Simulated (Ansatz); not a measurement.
Geometry optimisation, Ansatz 0.2.0, RKS PBE-D4/def2-SVP.

The input (input.yaml):

```yaml
crystal:
  periodic: [false, false, false]
  atoms:
    - { symbol: B, position_ang: [-0.17808, 0.38727, -0.954558] }
    - { symbol: C, position_ang: [1.195143, -0.092175, 1.454969] }
    - { symbol: H, position_ang: [0.258089, -0.665381, 1.592809] }
    - { symbol: H, position_ang: [1.91905, -0.398268, 2.241422] }
    - { symbol: H, position_ang: [0.993028, 0.99351, 1.550854] }
    - { symbol: H, position_ang: [1.627079, -0.292153, 0.454877] }
    - { symbol: Cl, position_ang: [-1.796109, 0.067196, -0.380074] }
basis:
  gaussian: { orbitals: def2-SVP }
hamiltonian:
  xc: pbe
  dispersion: d4
relax:
  f_tol: 0.03
  max_steps: 50
```

Launched with:

```bash
$ ansatz run input.yaml --threads 1 --pin off --max-ram 2048MiB --backend cpu --events-out ev --progress --plain --runs-dir out
```

Where does it end, and by what steps?

It converged. The force dipped under the threshold on the way, but the program's further checks kept it going. After 13 steps the energy has fallen by 0.131 eV; B1 moved furthest, 0.68 Å.

```
step  energy less start (eV)  largest force component (eV/Å)  accepted
   0                  0.0000                           0.392       yes
   1                 -0.0742                           0.378       yes
   2                 -0.1106                           0.437       yes
   3                 -0.1220                           0.209       yes
   4                 -0.1272                           0.056       yes
   5                 -0.1288                           0.025       yes
   6                 -0.1291                           0.031       yes
   7                 -0.1295                           0.046       yes
   8                 -0.1298                           0.054       yes
   9                 -0.1302                           0.059       yes
  10                 -0.1304                           0.074       yes
  11                 -0.1306                           0.057       yes
  12                 -0.1308                           0.023       yes
  13                 -0.1309                           0.010       yes
```

```xyz
7
Properties=species:S:1:pos:R:3
B -0.450 0.174 -1.543
C 1.259 -0.122 1.606
H 0.483 -0.874 1.839
H 2.161 -0.320 2.215
H 0.874 0.890 1.834
H 1.519 -0.182 0.531
Cl -1.828 0.434 -0.521
```

Whether the end is a true minimum wasn't checked by a vibrational analysis.

Time of the run: 23 s on 1 thread of Arm Neoverse V1, with other jobs on the host, peak memory 0.12 GiB.
